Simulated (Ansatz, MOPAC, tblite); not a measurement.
**Zinc-blende InAs, band gap**

Reference value: 0.44 eV (measured, zero-point shift of 0.02 eV (the table's estimate, ZP (est)) added back here, E0, Γ; inputs from arXiv:2302.06325).

| level (code) | value (eV) | cell (Å³/atom) | error (eV) |
|---|---|---|---|
| AM1 semi-empirical Hartree-Fock (MOPAC) | 10.20 | 27.79 | +9.76 |
| GFN2-xTB (tblite) | 0.00 | 31.42 | -0.44 |
| IPEA1-xTB (tblite) | 0.00 | 29.64 | -0.44 |
| PM3 semi-empirical Hartree-Fock (MOPAC) | 4.93 | 27.79 | +4.49 |
| PM6 semi-empirical Hartree-Fock (MOPAC) | 4.97 | 26.68 | +4.53 |
| PM7 semi-empirical Hartree-Fock (MOPAC) | 5.83 | 27.83 | +5.39 |
| LDA+SOC (Ansatz) | 0.00 | 27.79 | -0.44 |
| PBE+SOC (Ansatz) | 0.00 | 27.79 | -0.44 |
| PBEsol+SOC (Ansatz) | 0.00 | 27.79 | -0.44 |
| r²SCAN+SOC (Ansatz) | 0.11 (direct) | 27.79 | -0.33 |
| HSE06+SOC (Ansatz) | 0.38 (direct) | 27.79 | -0.06 |

Leaving aside AM1 semi-empirical Hartree-Fock (MOPAC) (doubt noted below), GFN2-xTB (doubt noted below), IPEA1-xTB (doubt noted below), PM3 semi-empirical Hartree-Fock (MOPAC) (doubt noted below), PM6 semi-empirical Hartree-Fock (MOPAC) (doubt noted below), PM7 semi-empirical Hartree-Fock (MOPAC) (doubt noted below): Of the ranked levels HSE06+SOC (-0.06 eV) comes nearest. Once the reference is moved by up to 0.10 eV (a margin picked here for doubts on the reference and the settings) and values within 0.03 eV count as equal, the farthest can be PBEsol+SOC (-0.44 eV), PBE+SOC (-0.44 eV) or LDA+SOC (-0.44 eV). No gap at all, against the measurement: LDA+SOC, PBE+SOC, PBEsol+SOC.

Semilocal Kohn–Sham gaps run low as a rule, and all computed gaps are for a static lattice, while measured ones hold electron–phonon shifts unless said otherwise. Spin–orbit coupling is included only where a level's name says +SOC; with heavier elements it mostly lowers gaps and can invert bands. A gap of zero means that the bands touch or overlap; how far they overlap is not shown.  AM1 semi-empirical Hartree-Fock (MOPAC), GFN2-xTB, IPEA1-xTB, PM3 semi-empirical Hartree-Fock (MOPAC), PM6 semi-empirical Hartree-Fock (MOPAC), PM7 semi-empirical Hartree-Fock (MOPAC): the gap is read on the k mesh or supercell of the run alone and can be too large. AM1 semi-empirical Hartree-Fock (MOPAC), GFN2-xTB, PM3 semi-empirical Hartree-Fock (MOPAC), PM6 semi-empirical Hartree-Fock (MOPAC), PM7 semi-empirical Hartree-Fock (MOPAC): the method was fitted mainly to molecules. AM1 semi-empirical Hartree-Fock (MOPAC), PM3 semi-empirical Hartree-Fock (MOPAC), PM6 semi-empirical Hartree-Fock (MOPAC), PM7 semi-empirical Hartree-Fock (MOPAC): gaps of these semi-empirical methods are Hartree–Fock-like level differences, and their formation enthalpies are fitted 298 K values. IPEA1-xTB: this parameter set was refitted to ionisation energies, not structures. Values are at the measured cell; GFN2-xTB at the level's own equilibrium cell; IPEA1-xTB at the level's own equilibrium cell; PM6 semi-empirical Hartree-Fock (MOPAC) at the level's own equilibrium cell; PM7 semi-empirical Hartree-Fock (MOPAC) at the level's own relaxed cell. Cutoffs and k meshes differ between the levels. Ansatz's density-functional and Hartree–Fock values are scalar-relativistic unless marked +SOC, with PAW data made under PBE.

Differences are worked out from the printed values.

Ansatz is an electronic-structure program.
